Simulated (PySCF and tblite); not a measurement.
The numbers below are computed, except where a source is named.
C4H10, numbered as in [CH3:1][CH2:2][CH2:3][CH3:4]. Conformers came from 90 starts (ETKDG and KDG, MMFF94s, GFN2-xTB); geometries are PBE0-D3(BJ)/def2-SVP. Free energies are PBE0-D3(BJ)/def2-TZVP single points with GFN2-xTB rigid-rotor and vibrational terms (modes under about 100 cm⁻¹ blended into free rotors). Symmetry numbers and mirror images are counted. Conformers within 4 kcal/mol (GFN2-xTB free energy) were kept, 5 at most. GIAO shieldings: PBE0/pcSseg-1. Shifts are against TMS (¹H), TMS (¹³C) at the same level. Codes: tblite and PySCF.

Torsions listed: C1–C2–C3–C4. Of a mirror pair one member is shown.

```csv
conformer,shape,point group,mirror pair,ΔE(DFT),Δ(G−E) at 298.15 K,δ C1/C4 (ppm)
1,180°,C2h,no,0.00,0.00,16.8
2,-65°,C2,yes,0.62,0.07,13.7
```

Energies in kcal/mol; the thermal term leaves out symmetry numbers and mirror images.

Problem. Work out the weights at 298.15 K and the ¹³C shift of C1/C4 under fast exchange.

Solution. RT = 0.592 kcal/mol. Each conformer gets RT ln(σ/g), with σ the rotational symmetry number and g = 2 for a mirror pair: 1: σ = 2, g = 1, G = 0.00 + 0.00 + 0.41 = 0.41, 0.00 above the lowest, exp(−ΔG/RT) = 1.000; 2: σ = 2, g = 2, G = 0.62 + 0.07 + 0.00 = 0.69, 0.28 above the lowest, exp(−ΔG/RT) = 0.627. The sum is 1.627, so the weights are 61.5, 38.5 %. The averaged shift is 15.6 ppm. At 298.15 K the leading conformer alone gives 16.8 ppm and bare DFT energies give 16.0 ppm.
